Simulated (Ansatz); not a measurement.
Basis-set limit of SiNH₅, triplet

```xyz
7

Si   -0.9393    0.0215    0.0000
H    -1.4342    1.4212    0.0000
H    -1.4342   -0.6784    1.2122
H    -1.4342   -0.6784   -1.2122
H     0.6587    0.0215    0.0000
N     1.9837    0.0215    0.0000
H     2.2527   -0.9828    0.0000
```

Ansatz 0.2.0, UHF determinant, valence electrons correlated. Energies in eV.

```
       set  X  functions  Hartree–Fock  MP2 correlation  CCSD(T) correlation                                                                                                  time
def2-TZVPP  3        143    -9420.3622          -8.2738              -9.8720     5.5 s on 1 × NVIDIA H100 80GB HBM3 with 1 thread of AMD EPYC 7R13 Processor (Zen 3) (shared host)
def2-QZVPP  4        277    -9420.6843          -8.8770             -10.4029  15 s on 1 × NVIDIA H100 80GB HBM3 with 1 thread of AMD EPYC 7R13 Processor (Zen 3), on a shared host
```

Hartree–Fock is taken to follow E(X) = E∞ + A·exp(−7.88·√X), correlation E(X) = E∞ + B·X^−2.97.

Cautions: lower spins were not checked.

Problem. Work out the CCSD(T) energy at the limit, and how far the shortcut misses it that extrapolates MP2 and adds CCSD(T) minus MP2 from the smaller set.

Solution. Hartree–Fock: E∞ = E4 + 0.1377·(E4 − E3) = -9420.7287. Correlation: E∞ = E4 + 0.7407·(E4 − E3) = -10.7961 for CCSD(T) and -9.3238 for MP2. The limit is -9431.5248 eV, 0.438 eV below def2-QZVPP. The shortcut gives a correlation energy of -9.3238 + (-1.5982) = -10.9220, 126 meV lower than the direct value.

Past Ne part of the Hartree–Fock step between the two sets comes from the cores, which don't follow the formula, so the 44 meV that it adds to the total can overshoot; that part largely cancels in differences.
